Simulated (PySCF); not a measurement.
Choosing a basis for TDDFT

Compound: cyclopentanone, C5H8O.
InChI=1S/C5H8O/c6-5-3-1-2-4-5/h1-4H2

TDDFT with PBE0 (PySCF), vertical singlets, core orbitals frozen in the response, spherical d and f functions. Geometry: PBE0-D3(BJ)/def2-SVP, one conformer, isolated molecule.

Task: Compare 6-31G*, def2-SVP, 6-31+G*, def2-SVPD, aug-cc-pVDZ, def2-TZVP and def2-TZVPD for this molecule.

Result: 

| basis | functions | diffuse | S1 (eV) | S2 (eV) | S3 (eV) | S4 (eV) | S5 (eV) | LUMO (eV) | α (au) |
| --- | --- | --- | --- | --- | --- | --- | --- | --- | --- |
| 6-31G* | 100 | no | 4.29 | 8.01 | 8.05 | 8.34 | 8.44 | -0.11 | 50.8 |
| def2-SVP | 124 | no | 4.29 | 7.31 | 7.89 | 8.14 | 8.31 | -0.32 | 52.1 |
| 6-31+G* | 124 | yes | 4.30 | 6.35 | 6.93 | 6.96 | 7.05 | -0.49 | 56.9 |
| def2-SVPD | 187 | yes | 4.28 | 6.59 | 7.41 | 7.52 | 7.56 | -0.58 | 59.7 |
| aug-cc-pVDZ | 210 | yes | 4.25 | 5.90 | 6.47 | 6.58 | 6.59 | -0.57 | 60.9 |
| def2-TZVP | 234 | no | 4.28 | 6.79 | 7.76 | 7.77 | 8.02 | -0.47 | 58.3 |
| def2-TZVPD | 297 | yes | 4.26 | 6.19 | 6.90 | 6.96 | 7.07 | -0.56 | 60.9 |

States are compared by their number. Against the largest diffuse basis here (def2-TZVPD, itself not a converged limit), sets without diffuse functions differ by up to 0.03 eV in S1 and 1.36 eV in S5; the smaller diffuse sets differ by up to 0.04 and 0.49 eV. State by state, the largest deviation of a set without diffuse functions is S1 0.03, S2 1.82, S3 1.15, S4 1.38, S5 1.36 eV. The same number needn't mean the same state in each row. Against def2-TZVPD the polarisability deviates by -17% in 6-31G*, -14% in def2-SVP, -7% in 6-31+G*, -2% in def2-SVPD, 0% in aug-cc-pVDZ, -4% in def2-TZVP. A single + in a Pople set puts diffuse functions on heavy atoms only.
